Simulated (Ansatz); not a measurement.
Spin states of the cluster Li3H6⁻ (the lowest singlet isomer of a short search), each relaxed with PBE-D4/def2-TZVPD in Ansatz. Electronic energies in the gas phase.

HSE06 is defined as in plane-wave codes, on full-range PBE exchange. Correlated methods freeze no core orbitals; core or outer-core shells of Li are correlated, in sets that lack core-valence functions. In the singlet, H6 and H9 lie 0.77 Å apart (atoms count from 1), so H2 has formed as a molecule. In the triplet geometry the species has come apart into loosely held pieces. In the triplet, H7 and H8 lie 0.76 Å apart, H6 and H9 lie 0.76 Å apart (atoms count from 1), so H2 has formed as a molecule. In the quintet geometry the species has come apart into loosely held pieces. In the quintet, H6 and H9 lie 0.78 Å apart, H5 and H7 lie 0.79 Å apart, H4 and H8 lie 0.91 Å apart (atoms count from 1), so H2 has formed as a molecule. The structure comes from a short search, and lower isomers may exist.

Singlet geometry:

Cartesian coordinates in Å:
```
Li 0.120 1.342 1.009
Li 0.060 -0.451 -0.621
Li 0.127 -0.927 1.727
H 0.695 1.282 -0.719
H 0.729 -1.878 0.299
H -0.472 0.331 -2.349
H -1.163 0.009 0.706
H 0.741 0.584 2.550
H -0.838 -0.293 -2.603
```

Triplet geometry (Cs within 0.1 Å):

Cartesian coordinates in Å:
```
Li -3.031 0.224 1.545
Li 0.166 -0.251 0.672
Li 3.320 -0.603 -0.381
H -1.367 -0.119 1.362
H 1.804 -0.536 0.400
H -0.283 1.715 -0.378
H -0.885 -0.976 -1.206
H -0.163 -1.070 -1.421
H 0.438 1.616 -0.593
```

Quintet geometry:

```xyz
9

Li   -1.363   -1.227   -1.872
Li    1.312    0.634   -0.263
Li   -2.063    0.718    1.166
H    -1.138    0.963   -1.000
H     1.541    0.376    1.698
H     1.096   -1.360   -0.108
H     0.769    0.245    1.621
H    -2.029    0.931   -1.179
H     1.875   -1.281   -0.064
```

⟨S²⟩: triplet 2.00 at PBE0-D4/def2-TZVPD (pure 2.00), quintet 6.00 at PBE0-D4/def2-TZVPD (pure 6.00).

Run but left out: GFN1-xTB, GFN2-xTB (tight binding far off the other levels).

Only these spin states were relaxed. The triplet has fallen apart into loose fragments. The quintet has fallen apart into loose fragments. The triplet has other bonds than the singlet, so the gap mixes isomer and spin. The quintet has other bonds than the singlet, so the gap mixes isomer and spin.

```tsv
level	triplet − singlet (kJ/mol)	quintet − singlet (kJ/mol)	lowest of these	remarks
HF/STO-3G	39.0	425.7	singlet	HOMO above zero (quintet)
HF/def2-TZVPPD	20.6	301.4	singlet	–
PBE-D4/def2-TZVPD	111.7	289.8	singlet	HOMO above zero (quintet), HOMO above zero (triplet)
revPBE-D4/def2-TZVPD	83.2	159.1	singlet	HOMO above zero (quintet), HOMO above zero (triplet)
BLYP-D4/def2-TZVPD	112.4	270.0	singlet	HOMO above zero (quintet), HOMO above zero (triplet)
PBE0-D4/def2-TZVPD	106.9	311.0	singlet	HOMO above zero (quintet), HOMO above zero (triplet)
HSE06-D4/def2-TZVPD	107.2	312.3	singlet	HOMO above zero (quintet), HOMO above zero (triplet)
ωB97X-V/def2-TZVPD	135.2	461.8	singlet	–
MP2/def2-TZVPD	72.2	360.9	singlet	–
MP2/def2-TZVPPD	96.4	388.4	singlet	–
CCSD/def2-TZVPPD	113.8	405.9	singlet	–
CCSD(T)/def2-TZVPPD	117.0	404.4	singlet	–
```

Change of the quintet − singlet gap on mixing in exact exchange, in kJ/mol: PBE to PBE0 (25 % exact exchange) 21.2.
